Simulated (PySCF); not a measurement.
Geometries of 4 isomers of C4H9N, from PBE0-D3(BJ)/def2-SVP geometry optimisation, gas phase (PySCF). One conformer each, no zero-point energy, no frequencies.

Question: Which isomer lies lowest at this level?
A.
```xyz
14
angstrom
C      2.444    0.374    0.092
C      1.092    0.071    0.640
N      0.111   -0.241   -0.094
C     -1.162   -0.503    0.527
C     -2.224    0.452    0.006
H      3.202   -0.297    0.529
H      2.443    0.261   -1.001
H      2.745    1.403    0.351
H      0.983    0.131    1.747
H     -1.107   -0.448    1.636
H     -1.453   -1.537    0.271
H     -2.261    0.418   -1.093
H     -2.000    1.487    0.303
H     -3.217    0.188    0.399
```
B.
```xyz
14
angstrom
C     -1.739    0.095   -0.102
N     -0.803   -0.750   -0.056
C      0.318   -0.498    0.812
C      1.635   -0.555    0.046
C      1.777    0.545   -0.993
H     -2.599   -0.081   -0.765
H     -1.749    1.028    0.498
H      0.228    0.474    1.345
H      0.322   -1.292    1.580
H      1.710   -1.542   -0.439
H      2.460   -0.497    0.775
H      0.974    0.483   -1.744
H      2.738    0.476   -1.523
H      1.723    1.544   -0.528
```
C.
```xyz
14
angstrom
C      2.118   -0.040    0.210
C      0.837   -0.259    0.499
C     -0.326    0.044   -0.404
C     -1.135    1.223    0.148
N     -1.108   -1.169   -0.601
H      2.421    0.370   -0.759
H      2.914   -0.264    0.926
H      0.572   -0.673    1.482
H      0.081    0.335   -1.388
H     -1.987    1.451   -0.513
H     -0.520    2.132    0.240
H     -1.537    0.985    1.146
H     -1.492   -1.479    0.292
H     -1.913   -0.969   -1.194
```
D.
```xyz
14
angstrom
C      1.506   -0.688   -0.348
C      0.744    0.360    0.460
C     -0.654    0.600   -0.068
C     -1.684   -0.436    0.279
N     -0.994    1.591   -0.790
H      2.522   -0.830    0.049
H      1.002   -1.666   -0.325
H      1.593   -0.383   -1.402
H      1.295    1.315    0.444
H      0.688    0.041    1.515
H     -1.367   -1.437   -0.054
H     -1.822   -0.492    1.371
H     -2.640   -0.183   -0.196
H     -0.188    2.209   -0.936
```

Answer: D. That is `[H]/N=C(/C)CC`, 5.3 kcal/mol below the next.

```json
{"SMILES": "[H]/N=C(/C)CC", "atoms numbered as above": "[H]/[N:5]=[C:3](\\[CH2:2][CH3:1])[CH3:4]", "E (Eh)": "-212.18056", "relative (kcal/mol)": "0.0", "relative (kJ/mol)": "0.0", "dipole (D)": "2.39"}
{"SMILES": "C/C=N/CC", "atoms numbered as above": "[CH3:1]/[CH:2]=[N:3]/[CH2:4][CH3:5]", "E (Eh)": "-212.17218", "relative (kcal/mol)": "5.3", "relative (kJ/mol)": "22.0", "dipole (D)": "1.33"}
{"SMILES": "C=NCCC", "atoms numbered as above": "[CH2:1]=[N:2][CH2:3][CH2:4][CH3:5]", "E (Eh)": "-212.16248", "relative (kcal/mol)": "11.3", "relative (kJ/mol)": "47.5", "dipole (D)": "1.27"}
{"SMILES": "C=C[C@H](C)N", "atoms numbered as above": "[CH2:1]=[CH:2][C@H:3]([CH3:4])[NH2:5]", "E (Eh)": "-212.15864", "relative (kcal/mol)": "13.8", "relative (kJ/mol)": "57.5", "dipole (D)": "1.45"}
```

As drawn, the lowest has a C=N bond, which the highest lacks; the highest has a C=C bond outside aromatic rings, which the lowest lacks.
